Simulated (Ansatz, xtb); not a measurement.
**C4H7ClO: 3 structures ranked**

3 gas-phase structures of C4H7ClO, from a drawn sample of its isomers (lower ones may exist). Each was relaxed with GFN2-xTB:

A. `C[C@@H]1OC[C@@H]1Cl`, a singlet
B. `C[C@@H]1OC[C@H]1Cl`, a singlet
C. `CC1(Cl)COC1`, a singlet

Question: Estimate their order in r2SCAN-D4/def2-SVP energy at these geometries, lowest first.

Answer: Calculated order at r2SCAN-D4/def2-SVP: A (0.0), B (0.0), C (1.4) kcal/mol. Less than 1 kcal/mol parts A and B, so the order within that pair means little.

Energies above the lowest of each column, in kcal/mol; the last columns are at PBE-D3(BJ)/def2-SVP geometries:

```tsv
structure	GFN2-xTB	HF/STO-3G	r2SCAN-D4/def2-SVP	PBE-D3(BJ)/def2-SVP	CCSD(T)/def2-SVP + ΔMP2/def2-TZVPP
A	1.2	0.8	0.0	0.3	0.8
B	0.6	0.0	0.0	0.0	0.0
C	0.0	1.4	1.4	1.7	1.3
```

CCSD(T)/def2-SVP + ΔMP2/def2-TZVPP puts B lowest, with A within 1 kcal/mol; GFN2-xTB picks C. CCSD(T)/def2-SVP + ΔMP2/def2-TZVPP orders those it was run on as B (0.0), A (0.8), C (1.3) kcal/mol. Less than 1 kcal/mol parts B and A; A and C, so the order within those pairs means little. ΔMP2 is the change of the MP2 energy from the smaller to the larger basis.

Programs: Ansatz 0.2.0, xtb 6.7.1.
